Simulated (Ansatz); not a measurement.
Isolated molecules relaxed with PBE0-D4/def2-TZVP in Ansatz; ΔE leaves out vibrations. CCSD(T)/CBS is the MP2 limit (def2-TZVPP, def2-QZVPP) plus CCSD(T) − MP2 in def2-TZVPP, frozen cores. This one scheme is used for every species. Functionals use def2-TZVPP. B3LYP here is the variant with VWN-RPA as its local correlation; programs differ in this. One conformer a species, not always the lowest.

Reaction (hydrogenolysis of a C–C bond): `CCOC(=O)CC` + H₂ → `CCOC=O` + `CC`

```tsv
level	ΔE (kJ/mol)
B3LYP-D4	-32.8
PBE0	-36.7
HF/def2-TZVPP	-49.0
CCSD/def2-TZVPP	-34.4
```

Question: What does CCSD(T)/CBS give? (An estimate is asked.)

Answer: Computed: -28.8 kJ/mol. The listed levels differ from it by -4.0, -7.9, -20.2, -5.6 kJ/mol.

Largest T1 diagnostic among the species: 0.014.

The D4 term adds +11.4 kJ/mol with B3LYP and +6.6 kJ/mol with PBE0; it sums over pairs of atoms, weighted by their polarisabilities, and B3LYP, whose exchange is more repulsive, gets the larger term. In def2-TZVPP, CCSD(T) changes the Hartree–Fock value by +18.7 kJ/mol (the triples alone add +4.1 kJ/mol) and MP2 by +21.5 kJ/mol.
